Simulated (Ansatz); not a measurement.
Consider the hydrogen abstraction from the S–H bond: `FC(F)(F)S` + F• → `FC(F)(F)[S]`• + H–F.

Isolated molecules relaxed with PBE0-D4/def2-TZVP in Ansatz; ΔE leaves out vibrations. CCSD(T)/CBS is the MP2 limit (def2-TZVPP, def2-QZVPP) plus CCSD(T) − MP2 in def2-TZVPP, frozen cores. This one scheme is used for every species, atoms too. Functionals use def2-TZVPP. HSE06 is defined as in plane-wave codes. No spin–orbit coupling; open shells (•) take unrestricted orbitals. Spin–orbit coupling would lower the free atoms: a little for F. Each species was taken in one conformer, which may not be the lowest.

| level | ΔE (kJ/mol) | difference from CCSD(T)/CBS |
| --- | --- | --- |
| r2SCAN-D4 | -186.2 | 5.8 |
| r2SCANh-D4 | -180.6 | 11.4 |
| r2SCAN0-D4 | -172.4 | 19.6 |
| HSE06-D4 | -181.9 | 10.1 |
| ωB97M-V | -180.1 | 11.9 |
| PBE-QIDH | -178.6 | 13.4 |
| BLYP | -203.1 | -11.1 |
| HSE06 | -182.8 | 9.2 |
| CAM-B3LYP | -191.3 | 0.7 |
| LC-ωPBE | -193.4 | -1.4 |
| MP2/def2-SVP | -180.6 | 11.4 |
| CCSD(T)/def2-SVP | -161.7 | 30.3 |
| HF/def2-TZVPP | -114.1 | 77.9 |
| SCS-MP2/def2-TZVPP | -189.2 | 2.8 |
| HF/def2-QZVPP | -115.5 | 76.5 |
| MP2/def2-QZVPP | -208.2 | -16.2 |
| CCSD(T)/CBS | -192.0 | 0 |

Largest T1 diagnostic among the species: 0.013.

From PBE to PBE0 (25 % exact exchange), in def2-TZVPP and without D4, ΔE moves by +20.3 kJ/mol. In def2-TZVPP, CCSD(T) changes the Hartree–Fock value by −69.3 kJ/mol (the triples alone add −3.2 kJ/mol) and MP2 by −88.7 kJ/mol.

CCSD(T)/CBS has its own doubt, a few kJ/mol and more with outer-core shells, so smaller differences from it don't rank the levels.
